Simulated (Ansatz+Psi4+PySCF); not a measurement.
A calculation with PySCF 2.14.0.

```python
from pyscf import gto, scf, mp

mol = gto.M(atom="""
C 0.000000 0.000000 -0.500360
N 0.000000 0.000000 0.652640
H 0.000000 0.000000 -1.566290
""", basis='cc-pvtz', charge=0, spin=0)
mf = scf.RHF(mol)
mf.kernel()
pt = mp.MP2(mf, frozen=2).run()
print(mf.e_tot, pt.e_corr, pt.e_tot)
```

The script is written out from the run's settings.

Output:

```json
{"Converged": "yes", "Reference energy": "-92.90808 hartree", "Correlation energy": "-0.34513 hartree", "Total energy": "-93.25321 hartree", "Spin squared of the determinant": "0.000"}
```
